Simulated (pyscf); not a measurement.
Optimised with ωB97X-D3(BJ)/def2-SVP in PySCF.

### Question
For the elementary gas-phase step methane (CH₄) + H₃C–B(CH₃)–NH₂ → H₃C–B(CH₃)–CH₃ + ammonia (NH₃) (singlet surface; C–H, B–N broken, B–C, H–N formed), what barrier and reaction energy does ωB97M-D3(BJ)/def2-TZVP give, measured from the separated reactants?

### Answer
ΔE‡ = 2.37 eV, ΔE = +1.41 eV. Zero-point energy shifts the barrier by -0.02 eV. It is a four-centre exchange, with an imaginary mode of 1459i cm⁻¹. On the product side the descent ends in an adduct with a B–N contact, 0.68 eV under the separated species and 1.68 eV under the saddle at ωB97X-D3(BJ)/def2-TZVP. What is counted as broken (B–N) persists as a longer contact in the product adduct; parting that adduct is a step of its own. One saddle was located; it need not be the lowest between these sides.
